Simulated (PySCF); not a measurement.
Z-matrix (Å, degrees):
```
C
H 1 1.0905
H 1 1.0905 2 120.00
H 1 1.0906 2 120.00 3 -179.81
```
Charge 0, spin multiplicity 2.

Q: What is the computed highest occupied spin orbital, dipole moment and total energy (TPSSh-D3(BJ)/def2-TZVP // r2SCAN-D4/def2-SVP (PySCF 2.14.0))?

A: 
```yaml
highest_occupied_spin_orbital: -6.06 eV
dipole_moment: 0.000 e·Å
total_energy: -39.8614 Ha
```
